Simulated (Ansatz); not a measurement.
# CH₆N+: energies up the ladder

Wanted for CH₆N+: energies up the ladder. Charge +1.

Program: Ansatz 0.2.0. Level of theory: the levels named in each step. These are calculated values, not measurements.

## 1. The system as given

Bond lengths: C1–N2 1.485 Å, C1–H3 1.088 Å, C1–H4 1.086 Å, C1–H5 1.088 Å, N2–H6 1.029 Å, N2–H7 1.029 Å, N2–H8 1.029 Å. Angles: C1–N2–H6 110.5°, C1–N2–H7 110.5°, C1–N2–H8 110.5°, H6–N2–H7 108.4°, H6–N2–H8 108.4°, H7–N2–H8 108.4°, N2–C1–H3 110.0°, N2–C1–H4 110.2°, N2–C1–H5 110.0°, H3–C1–H4 108.8°, H3–C1–H5 108.9°, H4–C1–H5 108.9°.

Coordinates:

```xyz
8

C    -0.7798    0.1067   -0.0181
N     0.6906   -0.0944    0.0160
H    -1.2310   -0.5658   -0.7451
H    -1.0117    1.1308   -0.2972
H    -1.2065   -0.0961    0.9622
H     0.9160   -1.0664    0.2676
H     1.1239    0.5296    0.7101
H     1.1037    0.1070   -0.9046
```

## 2. A rough first relaxation, PBE-D4/def2-SVP

Input file input.yaml:

```yaml
crystal:
  periodic: [false, false, false]
  atoms:
    - { symbol: C, position_ang: [-0.7798, 0.10667, -0.01815] }
    - { symbol: "N", position_ang: [0.69065, -0.09435, 0.01605] }
    - { symbol: H, position_ang: [-1.23097, -0.56576, -0.74512] }
    - { symbol: H, position_ang: [-1.01171, 1.13078, -0.29722] }
    - { symbol: H, position_ang: [-1.20647, -0.09614, 0.96216] }
    - { symbol: H, position_ang: [0.91602, -1.06642, 0.26762] }
    - { symbol: H, position_ang: [1.12393, 0.52961, 0.71011] }
    - { symbol: H, position_ang: [1.10371, 0.10702, -0.90462] }
total_charge: 1
basis:
  gaussian: { orbitals: def2-SVP }
hamiltonian:
  xc: pbe
  dispersion: d4
relax:
  f_tol: 0.03
  max_steps: 200
```

Command:

```sh
$ ansatz run input.yaml --threads 4 --pin off --max-ram 10240MiB --backend cpu --events-out ev --progress --plain --runs-dir out
```

Further steps of the session: Relaxation, PBE0-D4/def2-TZVPP; Frequencies, PBE0-D4/def2-TZVPP; Single point, PBE-D4/def2-TZVPP; Single point, r2SCAN-D4/def2-TZVPP; Single point, B3LYP-D4/def2-TZVPP; Single point, wB97M-V/def2-TZVPP; Single point, B2PLYP/def2-TZVPP; Single point, LDA/def2-TZVPP; Single point, PBE0-D4/def2-SVP; Single point, PBE-D4/def2-SVP; Single point, CCSD(T)/def2-TZVPP; Single point, CCSD(T)/def2-QZVPP.

What does the calculation give? Wanted: C1–N2 at PBE0-D4/def2-TZVPP; frequencies at PBE0-D4/def2-TZVPP; energy at CCSD(T)/CBS.

**Answer**, as computed:

| quantity | value |
| --- | --- |
| C1–N2 at PBE0-D4/def2-TZVPP | 1.497 Å |
| frequencies at PBE0-D4/def2-TZVPP | 294 to 3515 cm⁻¹ |
| energy at CCSD(T)/CBS | -2615.091 eV |

**Reading.** No mode is imaginary, so the geometry is a minimum. These totals serve in differences with atoms or fragments at the same level; alone they don't rank the methods.
